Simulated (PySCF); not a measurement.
# Core-level binding energies of `O=S(F)F`

Species: F2OS.
Atom-mapped SMILES: `[O:1]=[S:2]([F:3])[F:4]`

Structure used (PBE0-D3(BJ)/def2-TZVP), in Å, numbered top down from 1:
```
atom  x, y, z in Å
O1     0.5854   -1.1943   -0.4166
S2    -0.0431   -0.2537    0.4400
F3     0.7806    1.0978    0.3066
F4    -1.2850    0.3249   -0.3627
```

The calculation used PySCF 2.14.0, delta-SCF UKS SCAN, pcX-3 on the ionised atom, pcseg-2 elsewhere, spin-free X2C. Binding energies are ΔSCF values: E(core-ionised, relaxed orbitals) − E(ground state) at a fixed geometry, referred to the vacuum level.

Task: What binding energy does each computed site have?

Result: 
| atom(s) | bonded to | level | binding energy (eV) | count |
| --- | --- | --- | --- | --- |
| O1 | S (double bond) | O 1s | 539.69 | 1 |
| F3/F4 | S | F 1s | 694.01 | 2 |
| S2 | 2 F and O (double bond) | S 1s | 2484.76 | 1 |

Task: Which effective nuclear charge Zeff reproduces each element's mean 1s value in the hydrogen-like formula E = 13.606 eV × Zeff²?

Result: O (Z = 8): mean 539.7 eV, Zeff = 6.30, Z − Zeff = 1.70; F (Z = 9): mean 694.0 eV, Zeff = 7.14, Z − Zeff = 1.86; S (Z = 16): mean 2484.8 eV, Zeff = 13.51, Z − Zeff = 2.49. Means run over the listed sites, weighted by atom count.

Task: Give the binding energy of F 1s of F3/F4 in hartree and in kJ/mol.

Result: 694.01 eV = 25.5044 Eh = 66962 kJ/mol.

The first atom of each set that the bonding makes equivalent was ionised and stands for the set. Not every level is listed. Isolated species at its PBE0-D3(BJ)/def2-TZVP geometry, gas phase.

Hardware: one thread, Arm Neoverse V1 (aarch64), shared host. Cost: 16 s of wall time, 0.61 GiB resident at most.
